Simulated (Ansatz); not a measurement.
Process, species as SMILES: [OH] (OH) → OH+ (triplet, bonded as [OH]) + e-
B3LYP-D3(BJ)/def2-TZVP geometries, fixed; electronic energies without zero-point terms.

How fast the adiabatic ionisation energy converges with the basis for several methods (Ansatz, a quantum-chemistry and plane-wave program): deviation from each method's own reference, in eV. References: CCSD(T) 13.042 eV, Hartree-Fock in aug-cc-pV5Z plus the correlation part extrapolated as X^-3 from aug-cc-pVQZ and aug-cc-pV5Z; HF 11.355 eV, the value in aug-cc-pV5Z; MP2 13.128 eV, Hartree-Fock in aug-cc-pV5Z plus the correlation part extrapolated as X^-3 from aug-cc-pVQZ and aug-cc-pV5Z; PBE 13.188 eV, the value in aug-cc-pV5Z; PBE0 13.019 eV, the value in aug-cc-pV5Z; wB97M-V 13.037 eV, the value in aug-cc-pV5Z. Cartesian d functions, on some or all atoms, in 6-31G**, 6-31+G*; all else is spherical. In correlated methods cores are frozen. Open shells are unrestricted. No added dispersion term, no relativity. Functionals ending in -V hold VV10 correlation. 

```
basis            functions  CCSD(T)      HF     MP2     PBE    PBE0  wB97M-V
---------------  ---------  -------  ------  ------  ------  ------  -------
3-21G                   11   -1.502  -0.463  -1.553  -0.917  -0.739   -0.824
6-31G**                 20   -0.691  -0.093  -0.680  -0.344  -0.249   -0.283
6-31+G*                 21   -0.547   0.007  -0.538  -0.059  -0.038   -0.017
aug-cc-pVDZ             32   -0.358   0.027  -0.370  -0.023  -0.008    0.005
6-311++G(2d,2p)         37   -0.324   0.008  -0.326  -0.009  -0.003    0.004
def2-TZVP               37   -0.297  -0.034  -0.313  -0.081  -0.060   -0.067
pcseg-2                 44   -0.204   0.012  -0.224  -0.010   0.000    0.000
def2-TZVPD              49   -0.222  -0.009  -0.244  -0.017  -0.014   -0.011
aug-cc-pVTZ             69   -0.140   0.005  -0.164  -0.002   0.000   -0.010
def2-QZVPPD             99   -0.084  -0.001  -0.105  -0.004  -0.003   -0.001
aug-pcseg-3            134   -0.075   0.008  -0.096   0.002   0.004    0.003
cc-pV5Z                146   -0.049  -0.004  -0.062  -0.014  -0.009   -0.013
```

Mean absolute deviation over 6-311++G(2d,2p), def2-TZVP, pcseg-2, def2-TZVPD, aug-cc-pVTZ: HF 0.014, PBE0 0.016, wB97M-V 0.019, PBE 0.024, CCSD(T) 0.237, MP2 0.254 eV.
